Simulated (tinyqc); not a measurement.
Orbital energy against energy difference: ionisation energy by orbital energies and by energy differences in the 6-31g* basis, for H2O, spin multiplicity 1. Computed by the program tinyqc with PySCF. 

Geometry (angstrom):

| atom | x | y | z |
|---|---|---|---|
| O | 0.0000 | 0.0000 | 0.0000 |
| H | 0.0000 | 0.8080 | 0.4850 |
| H | 0.0000 | -0.8080 | 0.4850 |

CCSD(T) difference in the same basis = 11.9497 eV

IP-EOM-CCSD = 11.7693 eV

The cation is unrestricted; errors are against CCSD(T) in this basis, not against experiment.

First vertical ionisation energy (eV):

| method | -e(HOMO) | E(cation) - E | error of -e(HOMO) | error of the difference |
|---|---|---|---|---|
| HF | 13.414 | 10.78012 | 1.464 | -1.170 |
| LDA | 6.190 | 12.64575 | -5.759 | 0.696 |
| PBE | 6.104 | 12.30077 | -5.846 | 0.351 |
| B3LYP | 7.822 | 12.33923 | -4.127 | 0.389 |
| PBE0 | 8.195 | 12.22414 | -3.755 | 0.274 |
| CAM-B3LYP | 9.715 | 12.33338 | -2.234 | 0.384 |
| LC-wPBE | 11.188 | 12.38658 | -0.762 | 0.437 |

Koopmans errs by +1.46 eV and Delta-HF by -1.17 eV: relaxation, 2.63 eV, lowers the value and the missing correlation difference works against it. The PBE level is off by -5.8 eV through the wrong tail of its potential, though its energy difference is off by +0.35 eV; exact exchange deepens the level, and among the orbital energies LC-wPBE comes closest; among the differences PBE0 does.
